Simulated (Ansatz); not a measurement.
# CH3Al: the cost of one run

Method: PBE0-D4/def2-TZVP structures, single points in def2-TZVPP, no counterpoise correction; program: Ansatz 0.2.0, Gaussian basis.

Levels: SPW92, PBE-D4, BLYP-D4, r2SCAN-D4, B97M-V, PBE0-D4, B3LYP-D4, r2SCAN0-D4, BHLYP-D4, CAM-B3LYP-D4, wB97X-V, wB97M-V, B2PLYP, PBE-QIDH, RPA on PBE, Hartree-Fock, MP2, CCSD, CCSD(T).

Cores are frozen in the correlated methods. B3LYP uses VWN-RPA correlation. B2PLYP carries no dispersion term here.

56 further runs of the same task are left out: 56 set aside as unsound or not needed.

### 1 The system as given

The complex: 9 atoms, charge 0, spin multiplicity 1.

Atoms are counted from 1 here; the program's logs count them from 0.

Bond lengths: Al1–N2 2.238 Å, Al1–C4 2.018 Å, N2–H3 1.017 Å, N2–H5 1.014 Å, N2–H6 1.017 Å, C4–H7 1.101 Å, C4–H8 1.100 Å, C4–H9 1.095 Å. Angles: N2–Al1–C4 86.5°, Al1–N2–H3 108.6°, Al1–N2–H5 112.7°, Al1–N2–H6 111.8°, H3–N2–H5 107.6°, H3–N2–H6 107.2°, H5–N2–H6 108.7°, Al1–C4–H7 111.1°, Al1–C4–H8 112.5°, Al1–C4–H9 112.8°, H7–C4–H8 106.6°, H7–C4–H9 106.6°, H8–C4–H9 106.8°.

Coordinates:

```
Al   -0.7134   -0.0940   -1.3966
N    -0.5640   -1.2748    0.4992
H    -1.1505   -0.8330    1.2027
C     0.5347    1.2315   -0.5258
H    -0.8831   -2.2309    0.3913
H     0.3852   -1.2874    0.8632
H     1.5169    0.7770   -0.3233
H     0.1530    1.5996    0.4383
H     0.7208    2.1120   -1.1491
```

Its parts: CH₃Al holds atoms 1, 4, 7, 8, 9; NH₃ holds atoms 2, 3, 5, 6. Each part counts its atoms afresh in its own runs.

### 2 Relaxing CH₃Al alone

relax-a/in.yaml reads:

```yaml
crystal:
  periodic: [false, false, false]
  atoms:
    - {symbol: Al, position_ang: [-0.713390, -0.094021, -1.396628]}
    - {symbol: C, position_ang: [0.534698, 1.231452, -0.525762]}
    - {symbol: H, position_ang: [1.516894, 0.777011, -0.323301]}
    - {symbol: H, position_ang: [0.153040, 1.599564, 0.438345]}
    - {symbol: H, position_ang: [0.720825, 2.112029, -1.149114]}
basis:
  gaussian: {orbitals: def2-TZVP}
hamiltonian: {xc: pbe0, dispersion: d4}
relax: {f_tol: 0.005, max_steps: 200}
```

Command:

```bash
$ ansatz run in.yaml --threads 2 --pin off --events-out ev --progress --plain --max-ram 4352MiB
```

**Question.** How long does this run take on 2 threads of Intel Xeon 6975P-C, shared host?

About 2 s.
